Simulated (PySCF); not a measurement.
Isomers of C5H6S, one GFN2-xTB conformer each. Single-point energies are computed at PBE0/pcSseg-1 (PySCF, gas phase, no added dispersion term), electronic only.

Question: Rank them by PBE0/pcSseg-1 energy, lowest first (kJ/mol).
A. `CC1=CSC=C1`
B. `CC#CC(C)=S`
C. `[CH2:1]=[CH:2][CH2:3][CH:4]=[C:5]=[S:6]` with C1–C2–C3–C4 -114°, C2–C3–C4–C5 -109°
D. `Cc1cccs1`

Answer: D (0.0), A (1.0), C (184.8), B (186.7).

As drawn, the lowest has an aromatic ring, which the highest lacks; the highest has a C≡C bond and a C=S bond, which the lowest lacks. Neighbours under 10 kJ/mol apart (Cc1cccs1 and Cc1ccsc1; C=CCC=C=S and CC#CC(C)=S) can change places with a better method, another conformer or zero-point energy. GFN2-xTB itself gives, in the same order: 2.0, 0.0, 193.9, 157.0. GFN2-xTB puts Cc1ccsc1 lowest instead; measured from each level's own lowest isomer, the values differ by up to 29.7 kJ/mol (CC#CC(C)=S: 157.0 against 186.7).

Q: Which frontier levels, dipoles and rotational constants go with these structures?

A: 
| SMILES | HOMO (eV, PBE0/pcSseg-1) | LUMO (eV) | dipole (D) | A, B, C (MHz) |
| --- | --- | --- | --- | --- |
| Cc1cccs1 | -6.58 | -0.27 | 0.70 | 5280, 3166, 2004 |
| Cc1ccsc1 | -6.74 | -0.22 | 0.95 | 7063, 2474, 1853 |
| C=CCC=C=S | -6.38 | -2.15 | 1.50 | 14196, 1023, 1004 |
| CC#CC(C)=S | -6.28 | -2.45 | 3.58 | 5765, 1474, 1191 |
